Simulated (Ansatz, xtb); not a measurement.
## Loss of SiH4: C2H6Si → C2H2 + SiH4

Species: C2H6Si (vinylsilane) `C=C[SiH3]`, singlet; C2H2 (acetylene) `C#C`, singlet; SiH4 (silane) `[SiH4]`, singlet. 

Shapes, held fixed at every level: PBE0-D4/def2-TZVP. Programs: Ansatz 0.2.0, xtb 6.7.1. The zero-point and thermal change to 298 K, harmonic and unscaled (PBE0-D4/def2-TZVP), is -17.8 kJ/mol.

Estimate ΔH(298 K) of this reaction.

The highest level, CCSD(T)/CBS estimate, gives ΔH(298 K) = +167.4 kJ/mol; the levels span +113.1 to +193.6. The column of differences is taken from that level and isn't an error. No measured value is set beside it here. The CBS estimate extrapolates MP2 from def2-TZVPP and def2-QZVPP and adds CCSD(T) − MP2 in the triple-zeta set, cores frozen.

```tsv
level	kind	ΔH(298 K) (kJ/mol)	less CCSD(T)/CBS estimate
GFN2-xTB	semi-empirical	+113.1	-54.3
HF/def2-TZVPP	Hartree–Fock	+151.5	-15.9
PBE0-D4/def2-TZVPP	global hybrid	+193.6	+26.2
r2SCAN0-D4/def2-TZVPP	global hybrid	+191.2	+23.8
wB97M-V/def2-TZVPP	range-separated hybrid	+173.7	+6.3
MP2/def2-TZVPP	perturbation theory	+163.7	-3.7
CCSD(T)/def2-SVP	coupled cluster or CI	+164.4	-3.0
CCSD/def2-SVP	coupled cluster or CI	+164.1	-3.3
CCSD(T)/CBS estimate	coupled cluster or CI	+167.4	0.0
```
